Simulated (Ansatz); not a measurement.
A calculation with Ansatz (development build ahead of 0.2.0).

```yaml
crystal:
  periodic: [false, false, false]
  atoms:
    - { symbol: "N", position_ang: [0.55, 0.0, 2.8] }
    - { symbol: "N", position_ang: [-0.55, 0.0, 2.8] }
    - { symbol: F, position_ang: [0.71, 0.0, 0.0] }
    - { symbol: F, position_ang: [-0.71, 0.0, 0.0] }
basis:
  gaussian: { orbitals: def2-SVP }
hamiltonian:
  xc: hf
```

The input is written out in the form of the current development build from the run's settings.

The run gave:

```json
{
 "Converged": "yes",
 "Total energy": "-307.35531 hartree",
 "Spin squared of the determinant": "0.000"
}
```
